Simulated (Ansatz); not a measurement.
**[NH$_{2}$···H···O], triplet in cc-pVDZ: errors against UCCSDT(Q)**

Geometry: a point of a hydrogen-transfer path between rigid fragments, not a stationary point.

| atom | x (Å) | y (Å) | z (Å) |
| --- | --- | --- | --- |
| N | -1.2665 | -0.0173 | -0.0269 |
| H | -1.5637 | 0.9506 | -0.0269 |
| H | -1.5637 | -0.4196 | 0.8534 |
| H | 0.1465 | -0.0173 | -0.0269 |
| O | 1.2965 | -0.0173 | -0.0269 |

Basis cc-pVDZ; Ansatz 0.2.0. Only valence electrons are correlated (noble-gas cores frozen), which leaves 14 electrons in 41 orbitals. Prefix R: restricted or restricted open-shell reference; prefix U: unrestricted. Active spaces: pair = (4e, 4o) about the gap; valence = (14e, 11o) chosen from the atoms' valence shells.

Full CI isn't at hand for all of this; UCCSDT(Q) serves as the reference, and is uncertain by about the last step of the cluster series. The frozen core follows each run's orbitals, which can shift R against U totals by a few meV.

For open shells CISD is restricted-active-space CI with the open shells as a complete middle space.

- UHF ⟨S²⟩: 2.033
- T1 diagnostic (RCCSD): 0.0399
- largest doubles amplitude (RCCSD): 0.042
- T1 diagnostic (UCCSD): 0.0214

```
                 level  E − E(UCCSDT(Q)) (meV)  share of correlation (%)  wall time
                   RHF                    9759                      0.00          –
                   UHF                    9459                      3.08          –
                  RMP2                    1160                     88.12          –
                  UMP2                    1134                     88.38          –
                  CISD                     975                     90.01      4.8 s
                 RCCSD                     220                     97.75          –
                 UCCSD                     212                     97.83          –
              RCCSD(T)                      43                     99.56       15 s
              UCCSD(T)                      40                     99.60       15 s
               BCCD(T)                      40                     99.60        7 s
                RCCSDT                      19                     99.80          –
                UCCSDT                      18                     99.82          –
             RCCSDT(Q)                       2                     99.98       55 s
   CASSCF (pair space)                    8996                      7.82          –
   NEVPT2 (pair space)                    1044                     89.30      1.8 s
   MRCISD (pair space)                     816                     91.64          –
 MRCISD+Q (pair space)                     117                     98.80      2.2 s
CASSCF (valence space)                    7467                     23.49          –
NEVPT2 (valence space)                    1237                     87.32        8 s
```

The correlation energy at UCCSDT(Q), counted from RHF, is -9.759 eV. That run took 44 s on 1 thread of Intel Xeon Platinum 8488C, shared host.

Times hold each run's SCF and search for its determinant on a shared host, so for small cases they say little of a method's own cost; they ran on 1 thread of Intel Xeon Platinum 8488C.

Natural occupations of CASSCF (valence space) about the gap: 1.978 1.976 1.960 1.005 1.000 0.041 0.023 0.023; effectively unpaired electrons, Σ n²(2−n)², 2.02.
